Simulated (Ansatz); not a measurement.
# AlH₃ (singlet): PBE0, B3LYP over a scan of the distance Al1–H3, aug-cc-pVDZ

How well do these functionals follow the top wave-function level for AlH₃ (singlet) over a scan of the distance Al1–H3?

Method: aug-cc-pVDZ, all electrons in the functionals; program: Ansatz 0.2.0, Gaussian basis.

Plan: PBE0, B3LYP, at 1.280 Å; 1.437 Å; 1.586 Å; 1.725 Å; 1.891 Å; 2.185 Å; 2.544 Å; 2.889 Å; 3.548 Å; 4.234 Å; 5.462 Å.

9 further runs of the same task are left out: 9 for a known fault of the program.

## (1) The system

The geometry derives from a PBE0/def2-TZVP stationary point (not a proven minimum). One bond is set to the value named and the two fragments are kept rigid.

4 atoms, charge 0, spin multiplicity 1.

Atoms are counted from 1 here; the program's logs count them from 0.

Bond lengths: Al1–H2 1.586 Å, Al1–H3 1.586 Å, Al1–H4 1.586 Å. Angles: H2–Al1–H3 120.0°, H2–Al1–H4 120.0°, H3–Al1–H4 120.0°.

No dispersion term is added. B3LYP takes the VWN-RPA correlation.

The geometry shown and the zero of energy belong to the point 1.586 Å. The yardstick, FCI, and other wave-function levels (R restricted, U unrestricted, valence and pair active spaces) come from earlier runs.

## (2) PBE0, 1.280 Å

The input, in.yaml:

```yaml
crystal:
  periodic: [false, false, false]
  atoms:
    - {symbol: Al, position_ang: [-0.005221, 0.008848, -0.000018]}
    - {symbol: H, position_ang: [1.580555, 0.023899, -0.000101]}
    - {symbol: H, position_ang: [-0.655713, 1.111235, -0.002270]}
    - {symbol: H, position_ang: [-0.785074, -1.371997, 0.002855]}
basis:
  gaussian: {orbitals: aug-cc-pVDZ}
hamiltonian: {xc: {name: PBE0}}
output: {orbitals: {seedname: orbitals}}
```

Launch:

```sh
> ansatz run in.yaml --threads 1 --pin off --events-out ev --progress --plain --max-ram 4096MiB --backend cpu
```

Further steps of the session: PBE0, 1.437 Å; PBE0, 1.586 Å; PBE0, 1.725 Å; PBE0, 1.891 Å; PBE0, 2.185 Å; PBE0, 2.544 Å; PBE0, 2.889 Å; PBE0, 3.548 Å; PBE0, 4.234 Å; PBE0, 5.462 Å; B3LYP, 1.280 Å; B3LYP, 1.437 Å; B3LYP, 1.586 Å; B3LYP, 1.725 Å; B3LYP, 1.891 Å; B3LYP, 2.185 Å; B3LYP, 2.544 Å; B3LYP, 2.889 Å; B3LYP, 3.548 Å; B3LYP, 4.234 Å; B3LYP, 5.462 Å.

Q: Predict the results of all the runs planned. Wanted: span of the FCI curve; largest miss, PBE0; largest miss, B3LYP.

**Answer**, as computed:

| quantity | value |
| --- | --- |
| span of the FCI curve | 84.1 kcal/mol |
| largest miss, PBE0 | +4.6 kcal/mol (2.889 Å) |
| largest miss, B3LYP | +4.1 kcal/mol (2.889 Å) |

Of the functionals, B3LYP keep the smallest largest miss at the points compared (at most 4.1 kcal/mol) and PBE0 strays most (4.6 kcal/mol, at 2.889 Å). PBE0, B3LYP clearly break the spin symmetry at some points (⟨S²⟩ up to 1.00 above the pure value), so energy there is bought with a mixed spin. Functionals and the yardstick converge differently with the basis, so part of each miss in aug-cc-pVDZ is the basis.
